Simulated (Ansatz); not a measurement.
Input file:

```yaml
crystal:
  periodic: [false, false, false]
  atoms:
    - {symbol: Cl, position_ang: [0.000000, 0.000000, 1.987400]}
    - {symbol: Ga, position_ang: [0.000000, 0.000000, -0.114300]}
    - {symbol: N, position_ang: [0.000000, 0.000000, -1.873100]}
basis:
  gaussian: {orbitals: cc-pVDZ}
total_charge: 1
magnetization: {spin_polarized: false}
hamiltonian: {pseudopotentials: {relativity: none}}
correlation: {method: ccsd, electrons: valence}
```

```sh
$ ansatz run in.yaml --threads 1 --pin off --events-out ev --progress --plain --max-ram 2393MiB
```

Output:

```
656 factors; integrals over basis functions are off by at most 3.6e-4 eV
mean field evaluation 1: about -66305.4769 eV, gradient 2.4e1 eV
mean field evaluation 2: about -66305.5887 eV, gradient 2.4e1 eV
mean field evaluation 4: about -66307.5194 eV, gradient 1.5e0 eV
mean field evaluation 8: about -66307.5454 eV, gradient 1.9e-1 eV
mean field evaluation 16: about -66305.4773 eV, gradient 2.4e1 eV
mean field evaluation 32: about -66307.5459 eV, gradient 1.5e-6 eV
mean field evaluation 64: about -66303.5231 eV, gradient 1.2e-1 eV
mean field -66307.54586337 eV, -2436.7573656102 hartree, gradient 3.0e-6 eV, S^2 0.000000; 2 other end points of the search recorded, 0 dependent functions left out; unrestricted orbitals would lower it
mean field evaluation 96: about -66307.9481 eV, gradient 1.1e1 eV
unrestricted determinant -66309.42303539 eV, -2436.8263504093 hartree, S^2 1.0072
15 core orbitals not correlated: weight in the atoms' cores, before any rotation towards them, 1.000 or more for the frozen orbitals, at most 0.000 for the correlated occupied ones
reference -66307.54586337 eV, -2436.7573656102 hartree; 12, 12 occupied and 32, 32 virtual orbitals, 656 factors
second order -8.26869947 eV of doubles, -0.00000000 eV of singles
cycle   1  -8.88702323 eV  change   -6.2e-1 eV  update   9.4e-2
cycle   2  -9.20015438 eV  change   -3.1e-1 eV  update   3.8e-2
cycle   3  -9.32995681 eV  change   -1.3e-1 eV  update   2.8e-2
cycle   4  -9.34612088 eV  change   -1.6e-2 eV  update   1.4e-2
cycle   5  -9.35070960 eV  change   -4.6e-3 eV  update   1.1e-2
cycle   6  -9.36618075 eV  change   -1.5e-2 eV  update   8.6e-3
cycle   7  -9.37819169 eV  change   -1.2e-2 eV  update   6.2e-3
cycle   8  -9.38766733 eV  change   -9.5e-3 eV  update   4.6e-3
cycle   9  -9.39004818 eV  change   -2.4e-3 eV  update   3.3e-3
cycle  10  -9.39251390 eV  change   -2.5e-3 eV  update   1.9e-3
cycle  11  -9.39347591 eV  change   -9.6e-4 eV  update   8.7e-4
cycle  12  -9.39385992 eV  change   -3.8e-4 eV  update   4.1e-4
cycle  13  -9.39404078 eV  change   -1.8e-4 eV  update   1.9e-4
cycle  14  -9.39417910 eV  change   -1.4e-4 eV  update   1.3e-4
cycle  15  -9.39421028 eV  change   -3.1e-5 eV  update   7.2e-5
cycle  16  -9.39422845 eV  change   -1.8e-5 eV  update   3.6e-5
cycle  17  -9.39423002 eV  change   -1.6e-6 eV  update   2.0e-5
cycle  18  -9.39424380 eV  change   -1.4e-5 eV  update   1.4e-5
cycle  19  -9.39425211 eV  change   -8.3e-6 eV  update   7.0e-6
Total energy: -66316.94011548 eV, -2437.1025980075 hartree
```

Ran on 1 thread of Arm Neoverse V2, shared host: 2.2 s wall, 0.18 GiB peak host memory.
